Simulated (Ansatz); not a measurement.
Saddle point of CH₈Si₂, closed shell (CH₈Si₂ ([CH3][SiH2][SiH3]) → Si₂H₄ ([SiH][SiH3]) + CH₄; bonds formed: C2–H3; bonds broken: Si1–C2, Si1–H3), PBE0-D4/def2-TZVP structure:

| atom | x (Å) | y (Å) | z (Å) |
| --- | --- | --- | --- |
| Si1 | -0.3332 | 1.2573 | 0.3456 |
| C2 | 1.5207 | 0.6209 | -0.3909 |
| H3 | 0.2046 | -0.1240 | -0.2917 |
| H4 | -0.9464 | 1.4396 | -1.0318 |
| Si5 | -1.3137 | -0.9221 | 0.6279 |
| H6 | 1.6878 | -0.1263 | -1.1733 |
| H7 | 2.1202 | 0.3620 | 0.4799 |
| H8 | 1.8487 | 1.5767 | -0.8008 |
| H9 | -2.7551 | -0.5796 | 0.7674 |
| H10 | -1.2223 | -1.9801 | -0.4240 |
| H11 | -0.8111 | -1.5245 | 1.8916 |

Energies are electronic, without zero-point energy. Barriers and step energies count from the start structure reached by relaxing down the imaginary mode; all methods use the PBE0-D4 structures, on which another method's saddle can fall below an end. Computed with Ansatz 0.2.0 (basis: def2-TZVPP, with def2-QZVPP for the basis limit); correlated methods freeze the cores. B3LYP uses VWN-RPA correlation. Extrapolation: Hartree–Fock as exp(−7.88 √X), correlation as X^−2.97.

```
      method  barrier (kcal/mol)  step energy (kcal/mol)
       SPW92               56.77                   48.52
      PBE-D4               60.24                   46.73
     BLYP-D4               64.44                   44.87
   r2SCAN-D4               65.80                   51.77
      B97M-V                   ?                   48.18
     PBE0-D4               66.15                   49.95
    B3LYP-D4               69.08                   47.88
  r2SCAN0-D4                   ?                   52.89
    BHLYP-D4               76.46                   51.12
CAM-B3LYP-D4               72.74                   50.65
     wB97X-V               73.05                   52.40
     wB97M-V                   ?                   47.96
      B2PLYP               70.55                   50.13
    PBE-QIDH               70.72                   53.03
  RPA on PBE               69.14                   47.48
          HF               89.40                   53.45
         MP2               69.83                   52.46
        CCSD               73.88                   49.74
     CCSD(T)               70.63                   49.24
```

**Question.** Fill in the withheld barriers. (Judge from chemistry; the value comes from the calculation.)

**Answer.** The calculation gives: B97M-V 65.85; r2SCAN0-D4 69.36; wB97M-V 68.55 kcal/mol. Each is the energy of the saddle less that of the start structure, by the same method.

For comparison, the barrier by CCSD(T) at an estimated basis limit (MP2 extrapolated from triple and quadruple zeta, plus CCSD(T) − MP2 in triple zeta) is 70.50 kcal/mol.

T1 diagnostic: at most 0.014. The restricted Hartree–Fock reference is unstable towards an unrestricted one at one or more of these structures.

Losses and insertions of silylenes and their heavier kin drive the gas-phase chemistry of silicon and germanium vapour deposition.

Labels in which every atom is bracketed show which atoms are joined, not bond orders.

For scale, one of the runs: CCSD(T)/def2-TZVPP, 227 basis functions, launched by `ansatz run in.yaml --threads 4 --pin off --events-out ev --progress --plain --max-ram 9574MiB`. Time: 74 s of wall clock on 4 CPU threads of an AMD EPYC; the host was shared. Peak host memory: 3.5 GiB.
